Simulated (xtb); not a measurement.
Job for xtb: GFN-FF on CH5N (SMILES CN).

```
$ xtb mol.xyz --gfnff --sp --chrg 0 --uhf 0
7

N      1.44034232     0.63138276    -0.01269290
H      1.81096132     1.13915976     0.78043910
H      1.81108432     1.09572176    -0.83195190
C      1.91809432    -0.75465024     0.02476810
H      1.52620932    -1.28867524    -0.83742390
H      3.00480532    -0.86138524     0.02780210
H      1.52596732    -1.24138024     0.91440010
```

### Question
Give the final energy of this run.

### Answer
-0.9412 hartree.
